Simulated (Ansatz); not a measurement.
**AlCO (quartet): wave-function methods side by side at a displaced geometry (v1), cc-pVDZ**

How much of the correlation energy of AlCO (quartet) does each wave-function method recover here?

Program: Ansatz 0.2.0, Gaussian basis. Level of theory: cc-pVDZ, core rule «outside noble gas», up to 7 orbitals frozen. These are calculated values, not measurements.

The runs, in order: UHF; CCSD(T) on ROHF; CCSD(T) on UHF; BCCD(T) on ROHF; CISD; CCSDT(Q) on ROHF; CCSDT(Q) on UHF.

28 further runs of the same task are left out: 2 for a known fault of the program, 8 that didn't finish, 18 set aside as unsound or not needed.

### 1 The geometry

The geometry is a PBE0/def2-TZVP stationary point (not a proven minimum) with its atoms shifted at random (size 0.040 Å).

3 atoms, charge 0, spin multiplicity 4.

Atoms are counted from 1 here; the program's logs count them from 0.

Bond lengths: Al1–C2 1.858 Å, C2–O3 1.203 Å. Angles: Al1–C2–O3 176.0°.

### 2 UHF

in.yaml reads:

```yaml
crystal:
  periodic: [false, false, false]
  atoms:
    - {symbol: Al, position_ang: [-0.015433, -0.009008, 1.638840]}
    - {symbol: C, position_ang: [-0.016266, -0.025151, -0.218913]}
    - {symbol: O, position_ang: [0.031698, 0.034159, -1.419927]}
basis:
  gaussian: {orbitals: cc-pVDZ}
magnetization: {spin_polarized: true, initial_magnetization: 3}
hamiltonian: {xc: hf}
output: {orbitals: {seedname: orbitals}}
```

On the command line:

```console
ansatz run in.yaml --threads 1 --pin off --events-out ev --progress --plain --max-ram 2393MiB
```

The runs that follow: CCSD(T) on ROHF; CCSD(T) on UHF; BCCD(T) on ROHF; CISD; CCSDT(Q) on ROHF; CCSDT(Q) on UHF.

Q: Predict the results of all the runs planned. Wanted: UCCSDT(Q) below the RHF energy; RMP2 from UCCSDT(Q); UMP2 from UCCSDT(Q); RCCSD from UCCSDT(Q); RCCSD(T) from UCCSDT(Q); UCCSD(T) from UCCSDT(Q); RCCSDT(Q) from UCCSDT(Q); T1 diagnostic.

**Answer**, as computed:

```
                         quantity       value
   UCCSDT(Q) below the RHF energy  -9.8462 eV
              RMP2 from UCCSDT(Q)  +687.9 meV
              UMP2 from UCCSDT(Q)  +761.0 meV
             RCCSD from UCCSDT(Q)  +510.9 meV
          RCCSD(T) from UCCSDT(Q)   +78.7 meV
          UCCSD(T) from UCCSDT(Q)   +85.4 meV
         RCCSDT(Q) from UCCSDT(Q)    +8.3 meV
levels within 1 kcal/mol (43 meV)   RCCSDT(Q)
                    T1 diagnostic       0.030
```

**Reading.** RCCSD(T) misses by +78.7 meV, 0.8 % of the correlation energy. These misses are within one basis, not against nature; the frozen cores of restricted and unrestricted runs differ, which can shift their rows.
